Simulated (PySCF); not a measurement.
Functional dependence of a UV spectrum

Species: CH6Si.
Z-matrix (Å and degrees, PBE0-D3(BJ)/def2-SVP geometry), rows numbered from 1:
```
C 
Si  1  1.8792
H   1  1.1007  2  110.83
H   1  1.1008  2  110.64  3  -119.88
H   1  1.1006  2  111.05  3   120.08
H   2  1.4960  1  110.91  3   -59.88
H   2  1.4961  1  110.73  3  -179.99
H   2  1.4962  1  110.58  3    60.11
```

Linear-response calculations in the def2-SVPD basis (PySCF; singlets by full response, triplets Tamm–Dancoff, core orbitals frozen in the response; HF means time-dependent Hartree–Fock). 'Strongest' is the level of largest summed f among the singlets computed (10 roots, of which the last may lack a degenerate partner); it can jump between rows when another state enters that window. S1 is the lowest singlet of each run and needn't be the same state throughout; f(S1) is that of one state. Geometry: PBE0-D3(BJ)/def2-SVP; no solvent, vibrations or thermal averaging.

```tsv
functional	kind	S1 (eV)	f(S1)	strongest (eV)	T1 (eV)	HOMO (eV)	gap (eV)	ionisation energy, ΔSCF (eV)
BHandHLYP	global hybrid, 50% exact exchange	8.83	0.097	9.74	8.29	-10.47	11.44	11.60
CAM-B3LYP	range-separated hybrid	8.56	0.079	9.51	8.06	-10.64	11.76	11.69
wB97X-D	range-separated hybrid	8.76	0.096	9.65	8.26	-11.14	13.19	11.65
```

Question: What does LC-wPBE (range-separated hybrid) give?

Answer: S1 (eV) 9.09, f(S1) 0.019, strongest (eV) 9.67, T1 (eV) 8.41, HOMO (eV) -12.05, gap (eV) 14.21, ionisation energy, ΔSCF (eV) 11.78. S1 runs from 8.56 eV (CAM-B3LYP) to 9.09 eV (LC-wPBE), a spread of 0.53 eV, while the orbital gap spreads over 2.8 eV. −ε(HOMO) comes closest to its own ΔSCF ionisation energy with LC-wPBE (+0.27 eV) and misses most with BHandHLYP (-1.13 eV).
